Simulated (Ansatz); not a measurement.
A made-up structure of SiH3SO (charge +1), singlet:

O1  (-1.312, -0.200, -0.958)
Si2  (0.105, 0.060, -0.331)
S3  (0.462, -0.074, 1.667)
H4  (-2.147, -0.439, -0.540)
H5  (1.128, 0.406, -1.321)
H6  (0.988, -1.025, -0.089)
(Å)

It is relaxed with PBE-D4/def2-SVP and then PBE0-D4/def2-TZVP (Ansatz 0.2.0). Atoms count as bonded within 1.22 times the sum of their covalent radii (H–H: 0.88 Å). The end point is not checked to be a true minimum.

(1) Does its bonding change? (Judge from chemistry; the calculation decides.)

Answers

(1) The calculation gives: Yes. Formed: S3–H6; broken: Si2–H6.

Where it ends: The first stage lowers the energy by 3.12 eV in 13 steps. It ends as SiH₃SO ([OH][SiH][SH]), total charge +1:
O1  (-1.522, 0.080, -1.072)
Si2  (-0.040, -0.073, -0.573)
S3  (0.432, -0.845, 1.249)
H4  (-2.353, -0.144, -0.639)
H5  (0.954, 0.393, -1.543)
H6  (1.753, -0.683, 1.006)
(Å)

Labels in which every atom is bracketed show which atoms are joined, not bond orders.

For scale, one of the runs: PBE0-D4/def2-TZVP relaxation, 123 basis functions, launched by `ansatz run in.yaml --threads 2 --pin off --events-out ev --progress --plain --max-ram 4352MiB`. Hardware: 2 CPU threads of an AMD EPYC 7R13, shared host. Wall time about 12 s.
